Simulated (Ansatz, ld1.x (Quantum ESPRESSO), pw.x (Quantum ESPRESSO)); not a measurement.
From atom to crystal: PAW potential for carbon

```
Element                 : C (Z = 6)
Generator               : ld1.x (Quantum ESPRESSO) 7.5
Type                    : PAW
Functional              : LDA (PW92)
Relativity              : scalar-relativistic
Frozen core             : [He]
Valence charge          : 4
Reference configuration : 2s2 2p1 (charge +1)
Partial waves           : 2s (bound): rcut 1.20, rcutus 1.35 bohr; 2s channel at 2.5 Ry: rcut 1.20, rcutus 1.35 bohr; 2p (bound): rcut 1.80, rcutus 1.95 bohr; 2p channel at 1.35 Ry: rcut 1.80, rcutus 1.95 bohr; 3d channel at -0.05 Ry: rcut 1.10, rcutus 1.50 bohr
Local potential         : all-electron potential smoothed inside 1.40 bohr (lloc = -1)
Core correction         : none
Augmentation charge     : PSQ, radius 1.00 bohr
```

Crystal test: bcc C in pw.x 7.5, no spin, 18³ k-points, Fermi–Dirac smearing 0.01 Ry, cutoffs 40/580 Ry. The reference is all-electron LAPW (Ansatz 0.2.0) with the same functional, mesh and smearing; V0 and B0 come from Birch–Murnaghan fits to the pressures at five volumes. Errors are pseudo minus all-electron; Δ is the rms difference of the E(V) curves that follow from these fits, minima aligned, over ±6 % about the mean V0. Mesh and smearing are coarse, so the numbers serve the comparison and aren't converged zero-temperature values; the lattice is a test structure that the element need not adopt.

| V (Å³/atom) | P all-electron (GPa) | P pseudo (GPa) |
| --- | --- | --- |
| 5.884 | 18.18 | 13.07 |
| 6.039 | 10.98 | 6.21 |
| 6.194 | 4.60 | 0.13 |
| 6.349 | -1.05 | -5.25 |
| 6.504 | -6.05 | -9.98 |

All-electron: a0 = 2.329 Å (V0 = 6.32 Å³/atom), B0 = 221.9 GPa.

Pseudopotential: mean pressure error (GPa): -4.50; a0 (Å): 2.314; a0 error (%): -0.64; B0 error (%): +2.6; Δ (meV/atom): 6.0. This is a poor potential for the solid.

**Question.** At the middle volume, how do free energy and pressure move when the wave cutoff is lowered (ecutrho held at 580 Ry)?

**Answer.**

| cutoff (Ry) | shift of F (meV/atom) | shift of P (GPa) |
| --- | --- | --- |
| 18 | +271.0 | +8.45 |
| 24 | +108.2 | -5.24 |
| 32 | +7.5 | -1.44 |

The run at the middle volume (195 k-points, 5 iterations) took about 3.2 s on one core of a shared host (Intel(R) Xeon(R) Platinum 8488C, 96 threads, 744 GiB, load 34).
